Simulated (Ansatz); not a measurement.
The same path of CH₇BO (10 atoms, charge 0, multiplicity 1) was run 3 times with different band settings. Lost on the way: B1–H2, O5–H10. Made: H2–H10.

Computed with Ansatz, RKS r2SCAN/6-31G*.

Relaxed end points:

```xyz
10
Properties=species:S:1:pos:R:3
B 0.144 -0.137 0.068
H 0.296 0.632 0.988
H 1.138 -0.414 -0.559
H -0.854 0.046 -0.601
O -0.183 -1.564 0.877
C -0.534 -2.658 0.000
H 0.347 -2.825 -0.619
H -0.755 -3.541 0.606
H -1.383 -2.378 -0.633
H -0.933 -1.369 1.463
```

```xyz
10
Properties=species:S:1:pos:R:3
B -0.003 -0.354 -1.015
H -0.012 -0.820 3.283
H 0.583 0.679 -0.847
H -0.629 -0.606 -2.016
O 0.066 -1.248 -0.011
C -0.588 -2.514 -0.085
H 0.170 -3.300 -0.002
H -1.279 -2.595 0.761
H -1.137 -2.624 -1.028
H 0.111 -0.826 2.550
```

Common settings: optimiser quadratic models (default); start path through a guess of the saddle point; force threshold 0.05 eV/Å; iteration limit 60; end points relaxed.

| run | movable images | climbing image | spring |
| --- | --- | --- | --- |
| 1 | 7 | yes | 5.0 eV/Å² |
| 2 | 7 | yes | 0.1 eV/Å² |
| 3 | 6 | no | 5.0 eV/Å² |

Q: What does each run give, and how far can it be trusted?

A: Run 1: converged after 35 iterations, highest image 1.015 eV above the first end. The profile has 2 maxima (images 1, 4) with wells between them (image 2): this band takes more than one step, which may be the mechanism or a detour left from its start path. Neighbouring images differ by up to 1.5 eV, so the band resolves the path poorly. A vibrational analysis at the climbing image gives one clearly imaginary mode, 1295i cm⁻¹: a first-order saddle point.
Run 2: converged after 21 iterations, highest image 1.015 eV above the first end. The profile has 3 maxima (images 1, 4, 7) with wells between them (images 2, 6): this band takes more than one step, which may be the mechanism or a detour left from its start path. Neighbouring images differ by up to 1.6 eV, so the band resolves the path poorly. Another band between the same ends (7 images) ends at a top of the same energy, where a vibrational analysis finds 1 clearly imaginary mode.
Run 3: converged after 27 iterations, highest image 0.091 eV above the first end. The profile has 3 maxima (images 1, 3, 6) with wells between them (images 2, 5): this band takes more than one step, which may be the mechanism or a detour left from its start path. No image climbed, so the highest image needn't sit at the top of the path. A band with more images between the same ends climbed to 1.02 eV, so this one has probably stepped over the top.
The orbitals stay closed-shell, which can raise the energy where a bond breaks towards radicals; this wasn't checked here.
